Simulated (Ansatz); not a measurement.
Energy needed to pull apart Si$_{2}$H$_{4}$S (SMILES [SiH3][SiH]=S), singlet, into free ground-state atoms, from the structure below (at a frame of a short PBE0-D4/def2-SVP trajectory); no zero-point or spin–orbit terms; open-shell atoms are treated unrestricted, in their ground-state multiplicity.

Si1  (-0.825, 0.518, -0.328)
Si2  (1.022, -0.678, 0.367)
S3  (2.127, -0.443, 2.000)
H4  (-1.774, -0.349, -1.051)
H5  (-0.395, 1.595, -1.214)
H6  (-1.556, 1.101, 0.839)
H7  (1.371, -1.736, -0.576)
(Å)

Program: Ansatz 0.2.0. Basis: def2-TZVPP. Cores are frozen in the correlated methods.

```tsv
method	atomization energy (eV)
PBE-D4	?
r2SCAN-D4	20.76
PBE0-D4	20.44
wB97M-V	?
HF	15.04
MP2	19.99
CCSD	19.71
CCSD(T)	20.05
```

**Question.** What does PBE-D4 give? (To be estimated.)

**Answer.** By the calculation: 20.63 eV, which is about 0.58 eV more than CCSD(T)/def2-TZVPP.

**Question.** What does wB97M-V give? (Judge from chemistry; the value comes from the calculation.)

**Answer.** By the calculation: 20.70 eV, which is about 0.65 eV more than CCSD(T)/def2-TZVPP.

In triple zeta the MP2 and coupled-cluster atomization energies are still short of their basis limit by a few kcal/mol a bond, whereas those of the functionals are nearly converged, so these differences are not deviations from converged CCSD(T).

No T1 diagnostic of these runs exceeds 0.019.

For scale, one of the runs: CCSD(T)/def2-TZVPP forces, 182 basis functions, launched by `ansatz run in.yaml --threads 2 --pin off --events-out ev --progress --plain --max-ram 3481MiB`. Hardware: 2 CPU threads of an Arm Neoverse V2, shared host. Wall time 120 s; peak host memory 2.8 GiB.
